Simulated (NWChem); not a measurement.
AlF3; SMILES [F][Al]([F])[F]

```xyz
4

Al     0.0000     0.0000     0.0000
F     -0.4630    -1.5733     0.0000
F     -1.1310     1.1876     0.0000
F      1.5940     0.3857     0.0000
```
Atoms are numbered in this order, from 1.

Coordinates come from a B3LYP/6-31G* (spherical d) optimisation.

Problem. List the 6 lowest vertical singlet excitations from Hartree-Fock/6-31G* (spherical d), TDHF (NWChem).

Solution. 
```
state  energy (eV)  oscillator strength  leading excitation (squared amplitude)
-----  -----------  -------------------  --------------------------------------
S1           11.10                0.000                      HOMO → LUMO (0.88)
S2           11.45                0.000                    HOMO−1 → LUMO (0.87)
S3           11.45                0.000                    HOMO−2 → LUMO (0.87)
S4           11.87                0.127                    HOMO−3 → LUMO (0.82)
S5           11.87                0.127                    HOMO−4 → LUMO (0.82)
S6           12.25                0.234                    HOMO−5 → LUMO (0.85)
```
